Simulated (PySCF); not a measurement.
Species: C2H2N2O.
Numbering: `[cH:1]1[n:2][n:3][cH:4][o:5]1` (hydrogens: H6 on C1; H7 on C4)

Computed with PySCF 2.14.0, CAM-B3LYP/def2-SVP geometry optimisation, gas phase.

What internal coordinates does the optimisation give?

```tsv
bond	length (Å)
C1–N2, N3–C4	1.284
N2–N3	1.382
C1–O5, C4–O5	1.346
C1–H6, C4–H7	1.087
```

Bonds in one row agree within 0.01 Å and their mean is given. A selection of angles:
```tsv
angle	degrees
N2–C1–O5	112.7
N2–C1–H6	128.7
O5–C1–H6	118.6
C1–N2–N3	106.2
C1–O5–C4	102.3
```

The 5-membered ring C1–N2–N3–C4–O5 has internal angles of 102.3° to 112.7°; it is planar, 0.00 Å rms from its mean plane, widest ring torsion 0°. The 5 heavy atoms lie in one plane (0.000 Å rms).

Point group: C2v (tolerance 0.08 Å). Stationary, but not proved a minimum.

On one thread, AMD EPYC 9R45 (x86_64), shared host with 96 logical CPUs at a one-minute load of 62, this took 7.7 s and 0.39 GiB of memory at its peak. That covers the optimisation of the geometry.
